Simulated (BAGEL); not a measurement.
# C2H6Si (vinylsilane), step by step

We compute a single-point energy (HF/6-31G*), then the energy (NEVPT2(2,2)/6-31G*), then a single-point energy (CASPT2(2,2)/6-31G*) of C2H6Si (vinylsilane). 

Program for the calculation: BAGEL 1.2.2.

2 further runs of the same task are left out: 2 set aside as unsound or not needed.

## Step 1: The molecule

C2H6Si: 9 atoms, total charge 0, spin state singlet. SMILES: `C=C[SiH3]`. The C2–Si3 distance was set to 2.510 Å, away from the relaxed value.

Bond lengths: C1–C2 1.330 Å, C1–H4 1.087 Å, C1–H5 1.087 Å, C2–H6 1.089 Å, Si3–H7 1.488 Å, Si3–H8 1.487 Å, Si3–H9 1.488 Å. Angles: C1–C2–H6 118.1°, C2–C1–H4 121.7°, C2–C1–H5 122.2°, H4–C1–H5 116.1°, H7–Si3–H8 109.3°, H7–Si3–H9 107.5°, H8–Si3–H9 109.3°. A long bond or contact: C2–Si3 2.510 Å.

## Step 2: A single-point energy at HF/6-31G(d) (density fitting with svp-jkfit, spherical functions) (run 1)

hf.json reads:

```json
{ "bagel": [

{
  "title": "molecule",
  "basis": "6-31gs.json",
  "df_basis": "svp-jkfit",
  "geometry": [
    { "atom": "C", "xyz": [    -1.76664259,     2.73212635,    -2.37420655 ] },
    { "atom": "C", "xyz": [    -0.55268253,     2.43411654,    -0.19365157 ] },
    { "atom": "Si", "xyz": [     1.05938047,    -1.76122475,     1.32299726 ] },
    { "atom": "H", "xyz": [    -2.12947001,     1.15004764,    -3.63200826 ] },
    { "atom": "H", "xyz": [    -2.45261318,     4.56213713,    -3.00386329 ] },
    { "atom": "H", "xyz": [    -0.24900354,     4.09613066,     0.98175808 ] },
    { "atom": "H", "xyz": [     3.84710444,    -1.68922618,     1.68903721 ] },
    { "atom": "H", "xyz": [     0.42216482,    -3.72729581,    -0.58071284 ] },
    { "atom": "H", "xyz": [    -0.10053343,    -2.44587252,     3.79211341 ] }
  ]
},

{
  "title": "hf"
},

{
  "title": "print",
  "file": "orbitals.molden",
  "orbitals": true
}

]}
```

The basis set 6-31G* is read from a file made from the Basis Set Exchange's data (not shown).

Started as:

```sh
BAGEL_NUM_THREADS=1 BAGEL hf.json > hf.out
```

Output:

```text
* using 1 threads per process

  ===============================================================
  ===============================================================

  *** Geometry ***

  { "atom" : "C", "xyz" : [     -1.766643,      2.732126,     -2.374207 ] },
  { "atom" : "C", "xyz" : [     -0.552683,      2.434117,     -0.193652 ] },
  { "atom" : "Si", "xyz" : [      1.059380,     -1.761225,      1.322997 ] },
  { "atom" : "H", "xyz" : [     -2.129470,      1.150048,     -3.632008 ] },
  { "atom" : "H", "xyz" : [     -2.452613,      4.562137,     -3.003863 ] },
  { "atom" : "H", "xyz" : [     -0.249004,      4.096131,      0.981758 ] },
  { "atom" : "H", "xyz" : [      3.847104,     -1.689226,      1.689037 ] },
  { "atom" : "H", "xyz" : [      0.422165,     -3.727296,     -0.580713 ] },
  { "atom" : "H", "xyz" : [     -0.100533,     -2.445873,      3.792113 ] },

  Number of auxiliary basis functions:      386

  Since a DF basis is specified, we compute 2- and 3-index integrals:
    o Being stored without compression. Storage requirement is 0.010 GB

  Number of basis functions:       58
  Number of electrons      :       32

    * METHOD: MOLECULE                             0.13

  *** RHF ***

  === Nuclear Repulsion ===
    86.9759612717

      * DIIS with orbital gradients will be used.

  === RHF iteration (6-31gs.json) ===
      0       -367.94193286          0.01755585           0.02
      1       -368.02281058          0.00706154           0.02
      2       -368.03727297          0.00204418           0.02
      3       -368.03866979          0.00042073           0.02
      4       -368.03872984          0.00015051           0.02
      5       -368.03874304          0.00003777           0.02
      6       -368.03874437          0.00001359           0.02
      7       -368.03874455          0.00000271           0.02
      8       -368.03874456          0.00000060           0.02
      9       -368.03874456          0.00000022           0.02
     10       -368.03874456          0.00000008           0.02
     11       -368.03874456          0.00000003           0.02
     12       -368.03874456          0.00000001           0.02
    * SCF iteration converged.

    * Permanent dipole moment:
           (   -0.055782,     0.140963,    -0.053961) a.u.

    * METHOD: HF                                   0.37

    * METHOD: PRINT                                0.01

  ===============================================================
```

Wall time 0.62 s (1 thread of Arm Neoverse V1, shared host); peak memory 0.15 GiB.

## Step 3: The energy at NEVPT2(2,2)/6-31G(d) (density fitting with svp-jkfit, spherical functions) (run 2)

input.json reads:

```json
{ "bagel" : [

{
  "title" : "molecule",
  "basis" : "6-31gs.json",
  "df_basis" : "svp-jkfit",
  "geometry" : [
    { "atom" : "C", "xyz" : [ -1.76664259,  2.73212635, -2.37420655 ] },
    { "atom" : "C", "xyz" : [ -0.55268253,  2.43411654, -0.19365157 ] },
    { "atom" : "Si", "xyz" : [  1.05938047, -1.76122475,  1.32299726 ] },
    { "atom" : "H", "xyz" : [ -2.12947001,  1.15004764, -3.63200826 ] },
    { "atom" : "H", "xyz" : [ -2.45261318,  4.56213713, -3.00386329 ] },
    { "atom" : "H", "xyz" : [ -0.24900354,  4.09613066,  0.98175808 ] },
    { "atom" : "H", "xyz" : [  3.84710444, -1.68922618,  1.68903721 ] },
    { "atom" : "H", "xyz" : [  0.42216482, -3.72729581, -0.58071284 ] },
    { "atom" : "H", "xyz" : [ -0.10053343, -2.44587252,  3.79211341 ] }
  ]
},
{ "title" : "hf" },
{ "title" : "casscf", "nstate" : 1, "nact" : 2, "nclosed" : 15, "active" : [15, 17], "maxiter" : 200, "natocc" : true },
{ "title" : "nevpt2", "nstate" : 1, "nact" : 2, "nclosed" : 15, "active" : [15, 17], "maxiter" : 200, "natocc" : true, "ncore" : 7 },
{ "title" : "print", "file" : "orbitals.molden", "orbitals" : true }

]}
```

The basis set 6-31G* is read from a file made from the Basis Set Exchange's data (not shown).

Started as:

```sh
BAGEL_NUM_THREADS=1 BAGEL input.json > input.out
```

Output:

```text
* using 1 threads per process

  ===============================================================
  ===============================================================

  *** Geometry ***

  { "atom" : "C", "xyz" : [     -1.766643,      2.732126,     -2.374207 ] },
  { "atom" : "C", "xyz" : [     -0.552683,      2.434117,     -0.193652 ] },
  { "atom" : "Si", "xyz" : [      1.059380,     -1.761225,      1.322997 ] },
[... 5 lines of this table left out ...]
  { "atom" : "H", "xyz" : [     -0.100533,     -2.445873,      3.792113 ] },

  Number of auxiliary basis functions:      386

  Since a DF basis is specified, we compute 2- and 3-index integrals:
    o Being stored without compression. Storage requirement is 0.010 GB

  Number of basis functions:       58
  Number of electrons      :       32

    * METHOD: MOLECULE                             0.13

  *** RHF ***

  === Nuclear Repulsion ===
    86.9759612717

      * DIIS with orbital gradients will be used.

  === RHF iteration (6-31gs.json) ===
      0       -367.94193286          0.01755585           0.02
      1       -368.02281058          0.00706154           0.02
      2       -368.03727297          0.00204418           0.02
[... 9 lines of this table left out ...]
     12       -368.03874456          0.00000001           0.02
    * SCF iteration converged.

    * Permanent dipole moment:
           (   -0.055782,     0.140963,    -0.053961) a.u.

    * METHOD: HF                                   0.37

  ---------------------------
      CASSCF calculation
  ---------------------------

    ==== Active orbitals : =====
         Orbital 15
         Orbital 17
    ============================

    * nstate   :      1
    * nclosed  :     15
    * nact     :      2
    * nvirt    :     41
  === CASSCF iteration (6-31gs.json) ===

    * Using the second-order algorithm

      0  0      -368.04540336     1.64e-03      0.01

      1  0      -368.06055432     1.95e-03      0.10
[... 23 lines of this table left out ...]
     13  0      -368.06607277     6.03e-09      0.09

    * Second-order optimization converged. *

     guess   0:   closed 1.                   open ..

  === FCI iteration ===

      0  0      -368.03773755     7.04e-02      0.00
      1  0      -368.06606048     1.23e-03      0.00
      2  0 *    -368.06607277     2.26e-16      0.00

     * ci vector, state   0, <S^2> = 0.0000
       2.     0.9803321837
       .2    -0.1973545277

    * METHOD: CASSCF                               1.41

    * freezing 7 orbitals

  === DF-NEVPT2 calculation ===

    * 3-index integral transformation done
    * assembly done

      NEVPT2 correlation energy:   -0.3079188991      0.06

          (+0)     -0.2433258660
          (+0)'    -0.0206658035
          (+1)     -0.0090985899
          (+1)'    -0.0000000000
          (+2)     -0.0003923910
          (-1)     -0.0306598206
          (-1)'     0.0000000000
          (-2)     -0.0037764282

      NEVPT2 total energy:       -368.3739916678

    * METHOD: NEVPT2                               0.10

    * METHOD: PRINT                                0.01

  ===============================================================
```

Run time: 2.1 s. Hardware: 1 thread of Arm Neoverse V1, shared host; peak memory 0.15 GiB.

## Step 4: The energy at CASPT2(2,2)/6-31G(d) (density fitting with svp-jkfit, spherical functions) (run 3)

caspt2.json reads:

```json
{ "bagel" : [

{
  "title" : "molecule",
  "basis" : "6-31gs.json",
  "df_basis" : "svp-jkfit",
  "angstrom" : false,
  "geometry" : [
    { "atom" : "C", "xyz" : [    -1.76664259,     2.73212635,    -2.37420655 ] },
    { "atom" : "C", "xyz" : [    -0.55268253,     2.43411654,    -0.19365157 ] },
    { "atom" : "Si", "xyz" : [     1.05938047,    -1.76122475,     1.32299726 ] },
    { "atom" : "H", "xyz" : [    -2.12947001,     1.15004764,    -3.63200826 ] },
    { "atom" : "H", "xyz" : [    -2.45261318,     4.56213713,    -3.00386329 ] },
    { "atom" : "H", "xyz" : [    -0.24900354,     4.09613066,     0.98175808 ] },
    { "atom" : "H", "xyz" : [     3.84710444,    -1.68922618,     1.68903721 ] },
    { "atom" : "H", "xyz" : [     0.42216482,    -3.72729581,    -0.58071284 ] },
    { "atom" : "H", "xyz" : [    -0.10053343,    -2.44587252,     3.79211341 ] }
  ]
},

{ "title" : "hf" },

{ "title" : "casscf", "nstate" : 1, "nact" : 2, "nclosed" : 15, "nspin" : 0, "active" : [15, 17], "maxiter" : 200, "natocc" : true },

{ "title" : "print", "file" : "orbitals.molden", "orbitals" : true },

{ "title" : "smith", "method" : "caspt2", "ms" : true, "xms" : true, "sssr" : true, "shift" : 0.2, "shift_imag" : true, "ncore" : 7 }

]}
```

The basis set 6-31G* is read from a file made from the Basis Set Exchange's data (not shown).

Started as:

```sh
BAGEL_NUM_THREADS=1 BAGEL caspt2.json > caspt2.out
```

Output:

```text
* using 1 threads per process

  ===============================================================
  ===============================================================

  *** Geometry ***

  { "atom" : "C", "xyz" : [     -1.766643,      2.732126,     -2.374207 ] },
  { "atom" : "C", "xyz" : [     -0.552683,      2.434117,     -0.193652 ] },
  { "atom" : "Si", "xyz" : [      1.059380,     -1.761225,      1.322997 ] },
[... 5 lines of this table left out ...]
  { "atom" : "H", "xyz" : [     -0.100533,     -2.445873,      3.792113 ] },

  Number of auxiliary basis functions:      386

  Since a DF basis is specified, we compute 2- and 3-index integrals:
    o Being stored without compression. Storage requirement is 0.010 GB

  Number of basis functions:       58
  Number of electrons      :       32

    * METHOD: MOLECULE                             0.13

  *** RHF ***

  === Nuclear Repulsion ===
    86.9759612717

      * DIIS with orbital gradients will be used.

[... 6 lines left out ...]
    * SCF iteration converged.
[... 1 line left out ...]
    * Permanent dipole moment:
[... 27 lines left out ...]
    * Second-order optimization converged. *
[... 9 lines left out ...]
     * ci vector, state   0, <S^2> = 0.0000
[... 16 lines left out ...]
    * Zeroth order energy : state  0       -0.7562206116
[... 3 lines left out ...]
      -------------------------------------------  CASPT2 iteration  ---------------------------------------------------
       #      aibj      arbs      arbi      airj      risj      airs      arst      rist         Etot      error   time
      ------------------------------------------------------------------------------------------------------------------

       0  -0.24249  -0.00463  -0.03127  -0.00976  -0.00057  -0.01818  -0.00000  -0.00000   -0.3068922  0.0018528   0.02
       1  -0.24264  -0.00468  -0.03141  -0.00991  -0.00060  -0.01854  -0.00000  -0.00000   -0.3077800  0.0002798   0.02
       2  -0.24265  -0.00468  -0.03140  -0.00991  -0.00061  -0.01855  -0.00000  -0.00000   -0.3078055  0.0000540   0.02
       3  -0.24265  -0.00468  -0.03140  -0.00991  -0.00061  -0.01856  -0.00000  -0.00000   -0.3078062  0.0000108   0.02
       4  -0.24265  -0.00468  -0.03140  -0.00991  -0.00061  -0.01856  -0.00000  -0.00000   -0.3078062  0.0000021   0.02
       5  -0.24265  -0.00468  -0.03140  -0.00991  -0.00061  -0.01856  -0.00000  -0.00000   -0.3078062  0.0000004   0.02

      ------------------------------------------------------------------------------------------------------------------

    * CASPT2 energy : state  0     -368.3762261128
        w/o shift correction       -368.3738790147
        reference weight              0.8903085907

    * METHOD: SMITH                                0.20

  ===============================================================
```

Run time: 2.2 s. Hardware: 1 thread of Arm Neoverse V1, shared host; peak memory 0.15 GiB.

## Step 5: Outcome

| quantity | value |
| --- | --- |
| run 1, HF/6-31G*: total energy | -368.03874 Eh |
| run 1, HF/6-31G*: dipole moment | 0.41 D |
| run 1, HF/6-31G*: HOMO energy | -9.96 eV |
| run 1, HF/6-31G*: LUMO energy | 2.84 eV |
| run 1, HF/6-31G*: HOMO–LUMO gap | 12.80 eV |
| run 2, NEVPT2(2,2)/6-31G*: total energy | -368.37399 Eh |
| run 3, CASPT2(2,2)/6-31G*: total energy | -368.37623 Eh |
